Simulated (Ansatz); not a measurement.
# SiH₄O (triplet): wave-function methods side by side at distance Si1–H5 along a hydrogen transfer = 2.054 Å, cc-pVDZ

Aim: climb from Hartree-Fock through coupled cluster and multireference methods for SiH₄O (triplet) at one geometry and basis, and see what each rung misses.

The runs use Ansatz 0.2.0, Gaussian basis; cc-pVDZ, core rule «outside noble gas», up to 6 orbitals frozen.

Plan: UHF; CCSD(T) on ROHF; CCSD(T) on UHF; BCCD(T) on ROHF; CISD; CCSDT(Q) on ROHF; CCSDT(Q) on UHF; CASSCF and MRCISD+Q, 4 electrons in 4 orbitals; CASSCF and NEVPT2, 4 electrons in 4 orbitals.

10 further runs of the same task are left out: 10 that didn't finish.

## 1. The system

The geometry derives from fragments relaxed apart (PBE0/def2-TZVP) and kept rigid, so it is no stationary point. A hydrogen atom is moved between rigid fragments.

6 atoms, charge 0, spin multiplicity 3.

Atoms are counted from 1 here; the program's logs count them from 0.

Bond lengths: Si1–H2 1.485 Å, Si1–H3 1.485 Å, Si1–H4 1.485 Å, H5–O6 1.085 Å. Angles: H2–Si1–H3 109.5°, H2–Si1–H4 109.5°, H3–Si1–H4 109.5°.

## 2. UHF

in.yaml reads:

```yaml
crystal:
  periodic: [false, false, false]
  atoms:
    - {symbol: Si, position_ang: [-1.055685, 0.000000, 0.000000]}
    - {symbol: H, position_ang: [-1.550557, 1.399708, 0.000000]}
    - {symbol: H, position_ang: [-1.550556, -0.699854, 1.212183]}
    - {symbol: H, position_ang: [-1.550557, -0.699854, -1.212183]}
    - {symbol: H, position_ang: [0.998315, 0.000000, 0.000000]}
    - {symbol: O, position_ang: [2.083315, 0.000000, 0.000000]}
basis:
  gaussian: {orbitals: cc-pVDZ}
magnetization: {spin_polarized: true, initial_magnetization: 2}
hamiltonian: {xc: hf}
output: {orbitals: {seedname: orbitals}}
```

Launch:

```bash
$ ansatz run in.yaml --threads 1 --pin off --events-out ev --progress --plain --max-ram 2393MiB
```

The runs that follow: CCSD(T) on ROHF; CCSD(T) on UHF; BCCD(T) on ROHF; CISD; CCSDT(Q) on ROHF; CCSDT(Q) on UHF; CASSCF and MRCISD+Q, 4 electrons in 4 orbitals; CASSCF and NEVPT2, 4 electrons in 4 orbitals.

Q: Predict the results of all the runs planned. Wanted: UCCSDT(Q) below the RHF energy; RMP2 from UCCSDT(Q); UMP2 from UCCSDT(Q); RCCSD from UCCSDT(Q); RCCSD(T) from UCCSDT(Q); UCCSD(T) from UCCSDT(Q); RCCSDT(Q) from UCCSDT(Q); NEVPT2 pair from UCCSDT(Q); MRCISD+Q pair from UCCSDT(Q).

**Answer**, as computed:

```
                         quantity                                                   value
   UCCSDT(Q) below the RHF energy                                              -8.3612 eV
              RMP2 from UCCSDT(Q)                                         +30.01 kcal/mol
              UMP2 from UCCSDT(Q)                                         +30.39 kcal/mol
             RCCSD from UCCSDT(Q)                                          +3.99 kcal/mol
          RCCSD(T) from UCCSDT(Q)                                          +0.85 kcal/mol
          UCCSD(T) from UCCSDT(Q)                                          +0.83 kcal/mol
         RCCSDT(Q) from UCCSDT(Q)                                          +0.03 kcal/mol
       NEVPT2 pair from UCCSDT(Q)                                         +28.57 kcal/mol
     MRCISD+Q pair from UCCSDT(Q)                                          +1.75 kcal/mol
levels within 1 kcal/mol (43 meV)  RCCSD(T), UCCSD(T), BCCD(T), RCCSDT, UCCSDT, RCCSDT(Q)
                    T1 diagnostic                                                   0.019
```

**Reading.** RCCSD(T) misses by +0.85 kcal/mol, 0.4 % of the correlation energy. Of the multireference levels listed MRCISD+Q pair comes nearest in total energy (+1.75 kcal/mol), which doesn't show that its space is the better one. These misses are within one basis, not against nature; the frozen cores of restricted and unrestricted runs differ, which can shift their rows.
